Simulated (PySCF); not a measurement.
C2H2FP.
SMILES with atom numbers: `[F:1][C:2]1=[CH:3][PH:4]1`

Cartesian coordinates in Å at the GFN2-xTB level; atoms count from 1:
```xyz
6
C2H2FP angstrom
F     -1.6270   -1.1806   -0.3667
C     -0.6154   -0.4198   -0.0021
C     -0.1800    0.8098   -0.0023
P      0.9893   -0.3499    0.8666
H     -0.3841    1.8191   -0.2775
H      1.8202   -0.6767   -0.2397
```

Probes without a nucleus sit at each ring's centroid and 1 Å off its mean plane on both sides; NICS is minus the shielding there, NICSzz its component along the normal. Level: GIAO PBE0/pcSseg-1 (PySCF, non-relativistic, gas phase) on the GFN2-xTB geometry, one conformer.

Ring bond lengths (Å), with Mayer bond orders in brackets: C2–C3 1.304 (1.74), C3–P4 1.862 (0.85), P4–C2 1.826 (0.97).

Problem. What do the NICS probes read (ppm)?

Solution. 
```tsv
ring	type	NICS(0)	NICS(1), two faces	NICS(1)zz, two faces	rms pucker (Å)	centre to ring atoms, mean (Å)
C2–C3–P4	3-membered ring with P; formal bonds 1 double, 2 single	-25.3	-3.1 / -6.8	-6.7 / -13.1	0.00	0.96
```

Problem. What can be read from them?

Solution. 
- C2–C3–P4: mean NICS(1)zz -9.9 ppm, shielded. A hydrogen on P4, outside the ring, lies 1.42 Å from a NICS(1) probe. The two faces differ by 6.4 ppm, so no symmetry operation interchanges them. NICS(0) lies 20 ppm below the mean NICS(1).

Problem. What does the geometric index give? Use HOMA with the parameters of Krygowski (1993).

Solution. 
- C2–C3–P4: HOMA -1.32; the largest term is that of C3–P4, α(R − Ropt)² = 3.20.

Problem. What is the mean of the two in-plane components of NICS at the first NICS(1) probe listed for ring C2–C3–P4, 1 Å off the ring?

Solution. The isotropic value is a third of the trace: (3 × -3.1 − (-6.7))/2 = -1.3 ppm.

Hardware: Intel Xeon 6975P-C, one thread, shared host with 192 logical CPUs at a one-minute load of 77. Cost: 3.8 s, 0.37 GiB resident at most. This is the whole shielding run at PBE0/pcSseg-1, SCF included.
